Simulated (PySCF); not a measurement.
**Electronic absorption of C2H3Cl3**

Compound: C2H3Cl3.
SMILES: `C(Cl)(Cl)(Cl)C`

Method: PySCF 2.14.0, density-fitted response routines, TDDFT B3LYP/def2-SVPD, vertical, gas phase, core orbitals frozen in the response. Isolated species at its PBE0-D3(BJ)/def2-SVP geometry, gas phase.

Question: What does the calculation give for the low-lying excited states?

Answer: 

```tsv
state	E (eV)	λ (nm)	ν̃ (cm⁻¹)	f	symmetry	main configurations (H = HOMO, L = LUMO)
S1	6.13	202.2	49470	0.0000	–	H→L (98%)
S2	6.55	189.3	52820	0.015	E	H-2/H-1→L (≥95%)
S3	6.55	189.3	52840	0.015	E	H-2/H-1→L (≥96%)
S4	6.81	182.2	54900	0.0009	–	H-3→L (95%)
S5	7.10	174.7	57250	0.013	E	H→L+1/L+2 (≥89%)
S6	7.11	174.5	57310	0.013	E	H→L+1/L+2 (≥89%)
S7	7.43	166.9	59920	0.0006	–	H-2/H-1→L+1/L+2 (≥48%), H-5→L (24%)
S8	7.43	166.9	59920	0.0006	–	H-2/H-1→L+1/L+2 (≥48%), H-4→L (24%)
S9	7.47	165.9	60280	0.0056	A1	H-2/H-1→L+1/L+2 (≥95%)
```

Triplets (Tamm–Dancoff): T1 5.63 eV, H→L (92%); T2 5.92 eV, H-2/H-1→L (≥84%); T3 5.92 eV, H-2/H-1→L (≥84%).

The lowest singlet comes at 202 nm (592 kJ/mol) in the ultraviolet; it is dark (f under 0.0005); its leading configuration is HOMO→LUMO (98%). The strongest level in the table is S2/S3 at 6.55 eV (189 nm, f = 0.029 summed). S2/S3, S5/S6 and S7/S8 lie within about 0.01 eV of each other in each set; the point group C3v has degenerate representations, and within a degenerate level the listed configurations can mix freely. Löwdin shares by element: HOMO chlorine 100%; LUMO chlorine 73%, carbon 24% or more. The listed states span 1.34 eV, and the widest gap between neighbours is 0.42 eV (S1 to S2). Orbital energies (eV): HOMO-3 -9.18, HOMO-2 -8.88, HOMO-1 -8.88, HOMO -8.52, LUMO -1.16, LUMO+1 -0.25, LUMO+2 -0.25. Of the 9 states listed, 4 reach f = 0.01 and 1 stays under 0.0005. No computed singlet lies in the visible range (380 to 750 nm); the lowest, at 202 nm, stands 2.87 eV above its violet end (3.26 eV). All these states lie below the vertical ionisation energy of 10.83 eV (ΔSCF). Symmetry labels in C3v follow from the direction of the transition dipole and are given only for states with f of 0.002 or more. Orbitals of the list HOMO-3 to LUMO+2 that lie within 0.01 eV of each other are written together with a slash and their weights summed (≥ marks a lower bound); for degenerate orbitals outside that list single weights are arbitrary. Singlets were solved by full linear response, triplets in the Tamm–Dancoff approximation. The highest level found (7.48 eV, f 0.0000 so far) is left out, since the window may have cut off a degenerate partner.
